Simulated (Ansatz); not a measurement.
`CC(O)CO`, charge 0, multiplicity 1.

(1) Give a relaxed structure at PBE0-D4/def2-TZVP (the Gaussian-basis code of Ansatz). (An estimate is asked.)

Answers

(1) Ansatz gave: 
Z-matrix (Å, degrees):
```
C
C 1 1.519
H 1 1.095 2 111.1
H 1 1.091 2 109.9 3 118.6
H 1 1.094 2 111.4 3 -121.2
O 2 1.412 1 111.2 3 -62.8
C 2 1.521 1 112.8 3 60.7
H 2 1.096 1 109.0 3 -179.6
H 6 0.965 2 106.2 1 83.1
O 7 1.417 2 111.4 1 -68.3
H 7 1.097 2 110.7 1 56.3
H 7 1.092 2 109.1 1 175.4
H 10 0.960 7 108.6 2 75.9
```
This is one stationary point; other conformers may exist.
